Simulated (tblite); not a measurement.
Compound: C5H10N (doublet state).
Structure used (GFN2-xTB), in Å, numbered top down from 1:
```
atom  x, y, z in Å
C1    -0.8079    0.7818    1.0212
C2    -0.0555   -0.0343   -0.0256
C3     0.9995   -0.9194    0.6373
C4     0.5834    0.8837   -1.0669
C5    -1.0341   -0.9640   -0.7646
N6    -2.2289   -1.0829   -0.5786
H7    -1.2876    0.1236    1.7412
H8    -0.1188    1.4394    1.5472
H9    -1.5794    1.3852    0.5496
H10    1.5550   -1.4917   -0.1036
H11    0.5340   -1.6143    1.3334
H12    1.7025   -0.2992    1.1905
H13   -0.1775    1.4700   -1.5781
H14    1.2726    1.5697   -0.5776
H15    1.1377    0.3122   -1.8091
H16   -0.5024   -1.5510   -1.5276
```

The geometry is computed with GFN2-xTB (gas phase). This method treats the open shell by occupation alone, without spin polarisation.

Take the most abundant isotopes and a rigid rotor. 

(1) What are A, B and C (GHz)?

(2) Classify the top.

(3) Is it planar, by Δ = Ic − Ia − Ib?

(4) List the rotational levels J(Ka,Kc) to J = 4 (cm⁻¹).

(5) Estimate the classical rotational partition function at 50 K, 100 K and 500 K.

## Answers

(1) Ia = 112.63, Ib = 176.13, Ic = 177.81 u·Å²; 505379 MHz·u·Å²/I gives 4487, 2869 and 2842 MHz, that is A = 4.4873, B = 2.8693, C = 2.8422 GHz.

(2) A near-prolate asymmetric top: κ = (2 × 2869 − 4487 − 2842)/(4487 − 2842) = -0.97.

(3) Not planar: Δ = Ic − Ia − Ib = -110.95 u·Å². For a rigid frame Δ = −2 Σ m c², so Σ m c² = 55.47 u·Å² lies off the ab plane: 17.50 from hydrogen and 37.97 from heavier atoms. The atom farthest from that plane is 2.15 Å away.

(4) Above 0(0,0):
J = 1: 1(0,1) 0.1905, 1(1,1) 0.2445, 1(1,0) 0.2454
J = 2: 2(0,2) 0.5715, 2(1,2) 0.6246, 2(1,1) 0.6273, 2(2,1) 0.7892, 2(2,0) 0.7892
J = 3: 3(0,3) 1.1430, 3(1,3) 1.1948, 3(1,2) 1.2002, 3(2,2) 1.3608, 3(2,1) 1.3608, 3(3,1) 1.6329, 3(3,0) 1.6329
J = 4: 4(0,4) 1.9050, 4(1,4) 1.9550, 4(1,3) 1.9641, 4(2,3) 2.1228, 4(2,2) 2.1230, 4(3,2) 2.3950, 4(3,1) 2.3950, 4(4,1) 2.7759, 4(4,0) 2.7759

(5) Point group Cs, symmetry number σ = 1; q = (√π/σ)·√((kT/h)³/(ABC)), k/h = 20836.6 MHz/K: 9850 at 50 K, 27900 at 100 K, 312000 at 500 K.

For this open shell read J as N, the rotation without spin; fine and hyperfine splittings come on top. Its GFN2-xTB frequencies are all real (lowest 48 cm⁻¹). Zero-point vibration and centrifugal distortion are left out.
